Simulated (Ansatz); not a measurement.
Process, species as SMILES: CO (CH3-OH) → C atom + 4 H atom + O atom
B3LYP-D3(BJ)/def2-TZVP geometries, fixed; electronic energies without zero-point terms.

The atomisation energy at CCSD(T) with Ansatz (a program for electronic structure), in kcal/mol, split into its Hartree-Fock and correlation parts. Cores are frozen. Open shells are unrestricted. No added dispersion term, no relativity. Functions are those of the species that has most.

| basis | X | functions | Hartree-Fock | CCSD(T) |
|---|---|---|---|---|
| cc-pVDZ | 2 | 48 | 359.72 | 472.32 |
| cc-pVTZ | 3 | 116 | 368.04 | 499.98 |
| cc-pVQZ | 4 | 230 | 369.10 | 507.65 |

Worked estimate of the basis-set limit from each neighbouring pair, with Hartree-Fock from the larger set and the correlation part extrapolated as X^-3.
Correlation parts: X = 2: 112.60, X = 3: 131.94, X = 4: 138.55.
- (2,3): (27·(131.94) - 8·(112.60))/19 = 140.08; with Hartree-Fock 368.04 the estimate is 508.12 kcal/mol.
- (3,4): (64·(138.55) - 27·(131.94))/37 = 143.37; with Hartree-Fock 369.10 the estimate is 512.47 kcal/mol.
The last two estimates differ by 4.35 kcal/mol; the largest set lies 4.82 from the last. Over the last step Hartree-Fock moves by 1.06 and the correlation part by 6.61.
